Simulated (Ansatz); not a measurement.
C2H6N2 can be A, `C/N=N\C`, or B, `N=CCN`.

Program: Ansatz. Geometries: PBE0-D4/def2-TZVP. ΔE: electronic, gas phase. CCSD(T)/CBS is the MP2 limit (def2-TZVPP, def2-QZVPP) plus CCSD(T) − MP2 in def2-TZVPP, frozen cores. This one scheme is used for every species. DFT in def2-TZVPP. B3LYP here is the variant with VWN-RPA as its local correlation; programs differ in this. Each species was taken in one conformer, which may not be the lowest.

A:

```xyz
10

C    -0.196    1.327    0.056
N    -0.480    0.446    1.190
N    -0.283   -0.764    1.087
C     0.234   -1.311   -0.168
H     0.859    1.277   -0.232
H    -0.438    2.344    0.354
H    -0.796    1.056   -0.820
H     0.334   -2.387   -0.047
H    -0.445   -1.104   -1.002
H     1.211   -0.884   -0.417
```

B:

```xyz
10

N    -0.7351    1.4202    0.0350
C    -0.0312    0.6552   -0.6827
C     0.4305   -0.6843   -0.1862
N     0.0290   -1.0574    1.1473
H    -0.9575    2.2841   -0.4561
H     0.2881    0.9108   -1.7039
H     0.0860   -1.4440   -0.9000
H     1.5256   -0.7102   -0.2610
H    -0.9827   -1.0259    1.2088
H     0.3473   -0.3484    1.7987
```

Problem. Which is lower in electronic energy at CCSD(T)/CBS, and by how much? (Best estimate.)

Solution. Ansatz gave: B, by 30.0 kcal/mol.

Problem. Give E(B) − E(A) in kcal/mol with CCSD(T)/def2-TZVPP, CCSD/def2-TZVPP, MP2/def2-TZVPP, B3LYP-D4, BLYP-D4, r2SCAN-D4, B3LYP. (Best estimate.)

Solution. Ansatz gave: CCSD(T)/def2-TZVPP -29.4, CCSD/def2-TZVPP -30.7, MP2/def2-TZVPP -31.5, B3LYP-D4 -29.1, BLYP-D4 -26.5, r2SCAN-D4 -28.7, B3LYP -29.1. None reverses the order clearly.

Problem. Does the order hold for the free energy at 298.15 K (harmonic terms from PBE0-D4)? (Best estimate.)

Solution. The calculation gave: Yes: G(B) − G(A) = -28.4 kcal/mol, for one conformer each.

Largest T1 diagnostic: 0.012.

In def2-TZVPP, CCSD(T) changes the Hartree–Fock value by +4.5 kcal/mol (the triples alone add +1.3 kcal/mol) and MP2 by +2.4 kcal/mol. Leaving LDA and LC-ωPBE aside and taking each functional with its dispersion term where it has one, the values, not all of them listed here, spread over 6.1 kcal/mol, from BHLYP-D4 to revPBE-D4. LDA lies −2.0 kcal/mol from PBE without D4.
